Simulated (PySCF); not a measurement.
Excitations are Tamm–Dancoff values on a coarser integration grid. The basis has no diffuse functions, so Rydberg states are missing or too high.

Z-matrix (Å, degrees):
```
C
C 1 1.3174
F 1 1.3477 2 122.12
H 2 1.0800 1 119.48 3 -179.96
H 2 1.0812 4 119.01 1 -179.98
H 1 1.0823 2 126.13 4 -0.03
```
Charge 0, multiplicity 1.

Q: Predict the brightest of the four lowest singlets (TDA), HOMO–LUMO gap, S1 excitation (TDA), LUMO and S1 oscillator strength from TPSSh-D3(BJ)/def2-TZVP // B3LYP-D3(BJ)/def2-TZVP (PySCF).

A: 
The brightest of the four lowest singlets (TDA) is 8.32 eV and the HOMO–LUMO gap comes out as 6.83 eV. The S1 excitation (TDA) is 8.16 eV and the LUMO comes out as -0.20 eV. The S1 oscillator strength is 0.010.
